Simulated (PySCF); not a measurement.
NO, charge +2, doublet, geometry from GFN2-xTB of the parent state (a state made from the parent by changing its charge; the spin is typed, not shown lowest); PySCF with TPSS/cc-pVDZ.

Input for PySCF:
```python
from pyscf import gto, scf, dft

mol = gto.M(
    atom='''
N    -0.00000000   -0.00000000   -0.56106207
O     0.00000000    0.00000000    0.49092931
''',
    basis='cc-pvdz',
    charge=2,
    spin=1,
    verbose=4,
)

mf = dft.UKS(mol)
mf.xc = 'tpss'
mf.kernel()
mf.analyze()
```

What the program printed (banner, timings and long lists left out):

```
PySCF version 2.14.0

[INPUT] verbose = 4
[INPUT] num. atoms = 2
[INPUT] num. electrons = 13
[INPUT] charge = 2
[INPUT] spin (= nelec alpha-beta = 2S) = 1
[INPUT] symmetry False subgroup None
[INPUT] Mole.unit = angstrom
[INPUT] Symbol           X                Y                Z      unit          X                Y                Z       unit  Magmom
[INPUT]  1 N      0.000000000000   0.000000000000  -0.561062070000 AA    0.000000000000   0.000000000000  -1.060253651182 Bohr   0.0
[INPUT]  2 O      0.000000000000   0.000000000000   0.490929310000 AA    0.000000000000   0.000000000000   0.927721942422 Bohr   0.0

nuclear repulsion = 28.1693599157818
number of shells = 10
number of NR pGTOs = 52
number of NR cGTOs = 28
basis = cc-pvdz
ecp = {}

******** <class 'pyscf.dft.uks.UKS'> ********
method = UKS
initial guess = minao
damping factor = 0
level_shift factor = 0
DIIS = <class 'pyscf.scf.diis.CDIIS'>
diis_start_cycle = 1
diis_space = 8
diis_damp = 0
SCF conv_tol = 1e-09
SCF conv_tol_grad = None
SCF max_cycles = 50
direct_scf = True
direct_scf_tol = 1e-13
number electrons alpha = 7  beta = 6
XC library pyscf.dft.libxc version 7.1.2
    S. Lehtola, C. Steigemann, M. J. T. Oliveira, and M. A. L. Marques,  SoftwareX 7, 1–5 (2018)
XC functionals = tpss
    J. Tao, J. P. Perdew, V. N. Staroverov, and G. E. Scuseria,  Phys. Rev. Lett. 91, 146401 (2003)
    J. P. Perdew, J. Tao, V. N. Staroverov, and G. E. Scuseria,  J. Chem. Phys. 120, 6898 (2004)
    J. Tao, J. P. Perdew, V. N. Staroverov, and G. E. Scuseria,  Phys. Rev. Lett. 91, 146401 (2003)
    J. P. Perdew, J. Tao, V. N. Staroverov, and G. E. Scuseria,  J. Chem. Phys. 120, 6898 (2004)
radial grids:
    Treutler-Ahlrichs [JCP 102, 346 (1995); DOI:10.1063/1.469408] (M4) radial grids

becke partition: Becke, JCP 88, 2547 (1988); DOI:10.1063/1.454033
pruning grids: <function nwchem_prune>
grids dens level: 3
symmetrized grids: False
atomic radii adjust function: <function treutler_atomic_radii_adjust>
small_rho_cutoff = 0
Set gradient conv threshold to 3.16228e-05
tot grids = 27984
init E= -130.377165000541

cycle= 1 E= -128.275839737582  delta_E=  2.1  |g|= 0.685  |ddm|= 1.35
cycle= 2 E= -126.128261223592  delta_E= 2.15  |g|= 2.35  |ddm|= 1.53
cycle= 3 E= -128.428697350917  delta_E= -2.3  |g|= 0.46  |ddm|= 1.36
cycle= 4 E= -128.497975437618  delta_E= -0.0693  |g|= 0.0822  |ddm|= 0.181
cycle= 5 E= -128.500643197674  delta_E= -0.00267  |g|= 0.0117  |ddm|= 0.0431
cycle= 6 E= -128.500751834713  delta_E= -0.000109  |g|= 0.00551  |ddm|= 0.0132
cycle= 7 E= -128.500798005417  delta_E= -4.62e-05  |g|= 0.00126  |ddm|= 0.0118
cycle= 8 E= -128.500804692175  delta_E= -6.69e-06  |g|= 0.000567  |ddm|= 0.00715
cycle= 9 E= -128.500804807943  delta_E= -1.16e-07  |g|= 2.43e-05  |ddm|= 0.000274
cycle= 10 E= -128.500804808491  delta_E= -5.47e-10  |g|= 1.92e-05  |ddm|= 6.56e-05
Extra cycle  E= -128.500804805808  delta_E= 2.68e-09  |g|= 8.96e-05  |ddm|= 5.04e-05
converged SCF energy = -128.500804805808  <S^2> = 0.76595575  2S+1 = 2.0158926
**** SCF Summaries ****
Total Energy =                        -128.500804805807974
Nuclear Repulsion Energy =              28.169359915781818
One-electron Energy =                 -218.078755011423141
Two-electron Energy =                   61.408590289833327
Two-electron Coulomb Energy =           75.972259969392638
DFT Exchange-Correlation Energy =      -14.563669679559315
**** MO energy ****
                             alpha | beta                alpha | beta
MO #1   energy= -20.0677501885586  | -20.0653854040892  occ= 1 | 1
MO #2   energy= -15.3523891280991  | -15.326322159463   occ= 1 | 1
MO #3   energy= -2.20716157568573  | -2.19193928782704  occ= 1 | 1
MO #4   energy= -1.54208982257667  | -1.47059609454793  occ= 1 | 1
MO #5   energy= -1.41590007203452  | -1.40285201413591  occ= 1 | 1
MO #6   energy= -1.41590007203452  | -1.40285201413591  occ= 1 | 1
MO #7   energy= -1.41270384750449  | -1.27558342914708  occ= 1 | 0
MO #8   energy= -1.02130510065359  | -0.980706139496273 occ= 0 | 0
MO #9   energy= -1.02130510065359  | -0.98070613949627  occ= 0 | 0
MO #10  energy= -0.416136406670547 | -0.371534928326729 occ= 0 | 0
MO #11  energy= -0.122721623258004 | -0.101998262264153 occ= 0 | 0
MO #12  energy= -0.122721623257996 | -0.101998262264145 occ= 0 | 0
MO #13  energy= -0.11860996957086  | -0.0747636672830838 occ= 0 | 0
MO #14  energy= -0.0401984882349131 | 0.0221695353880751 occ= 0 | 0
MO #15  energy= 0.0702246207371924 | 0.0956503563521536 occ= 0 | 0

To work with the spin densities directly, `use mulliken_meta_spin()` only printing them here.

 ** Mulliken spin pop alpha/beta on meta-lowdin orthogonal AOs **
 ** Mulliken Spin Density (per AO)  **
spin_pop of  0 N 1s        0.00000
spin_pop of  0 N 2s        0.36564
spin_pop of  0 N 3s        0.00284
spin_pop of  0 N 2px       0.08092
spin_pop of  0 N 2py       0.08092
spin_pop of  0 N 2pz       0.42287
spin_pop of  0 N 3px       0.00235
spin_pop of  0 N 3py       0.00235
spin_pop of  0 N 3pz       0.01712
spin_pop of  0 N 3dxy      0.00000
spin_pop of  0 N 3dyz     -0.00144
spin_pop of  0 N 3dz^2     0.00131
spin_pop of  0 N 3dxz     -0.00144
spin_pop of  0 N 3dx2-y2    0.00000
spin_pop of  1 O 1s       -0.00000
spin_pop of  1 O 2s        0.02317
spin_pop of  1 O 3s        0.00081
spin_pop of  1 O 2px      -0.08086
spin_pop of  1 O 2py      -0.08086
spin_pop of  1 O 2pz       0.15732
spin_pop of  1 O 3px      -0.00050
spin_pop of  1 O 3py      -0.00050
spin_pop of  1 O 3pz       0.00716
spin_pop of  1 O 3dxy     -0.00000
spin_pop of  1 O 3dyz     -0.00047
spin_pop of  1 O 3dz^2     0.00175
spin_pop of  1 O 3dxz     -0.00047
spin_pop of  1 O 3dx2-y2    0.00000
 ** Mulliken Spin Density (per atom)  **
spin density of  0 N =      0.97344
spin density of  1 O =      0.02656
 ** Mulliken pop alpha/beta on meta-lowdin orthogonal AOs **
 ** Mulliken pop       alpha | beta **
pop of  0 N 1s        0.99997 | 0.99997
pop of  0 N 2s        0.79012 | 0.42448
pop of  0 N 3s        0.01372 | 0.01088
pop of  0 N 2px       0.44533 | 0.36442
pop of  0 N 2py       0.44533 | 0.36442
pop of  0 N 2pz       0.61242 | 0.18956
pop of  0 N 3px       0.01420 | 0.01185
pop of  0 N 3py       0.01420 | 0.01185
pop of  0 N 3pz       0.02435 | 0.00723
pop of  0 N 3dxy      0.00000 | 0.00000
pop of  0 N 3dyz      0.00260 | 0.00404
pop of  0 N 3dz^2     0.00398 | 0.00267
pop of  0 N 3dxz      0.00260 | 0.00404
pop of  0 N 3dx2-y2    0.00000 | 0.00000
pop of  1 O 1s        0.99998 | 0.99998
pop of  1 O 2s        0.82990 | 0.80673
pop of  1 O 3s        0.00614 | 0.00533
pop of  1 O 2px       0.52186 | 0.60272
pop of  1 O 2py       0.52186 | 0.60272
pop of  1 O 2pz       0.69521 | 0.53789
pop of  1 O 3px       0.01322 | 0.01372
pop of  1 O 3py       0.01322 | 0.01372
pop of  1 O 3pz       0.01818 | 0.01102
pop of  1 O 3dxy      0.00000 | 0.00000
pop of  1 O 3dyz      0.00279 | 0.00326
pop of  1 O 3dz^2     0.00602 | 0.00427
pop of  1 O 3dxz      0.00279 | 0.00326
pop of  1 O 3dx2-y2    0.00000 | 0.00000
In total             7.00000 | 6.00000
 ** Mulliken atomic charges   ( Nelec_alpha | Nelec_beta ) **
charge of  0N =      1.23578  (     3.36883      2.39539 )
charge of  1O =      0.76422  (     3.63117      3.60461 )

WARN: System has nonzero charge 2; the dipole moment is origin-dependent.
Location of origin: [0. 0. 0.]

Dipole moment(X, Y, Z, Debye): -0.00000,  0.00000, -1.83322
```
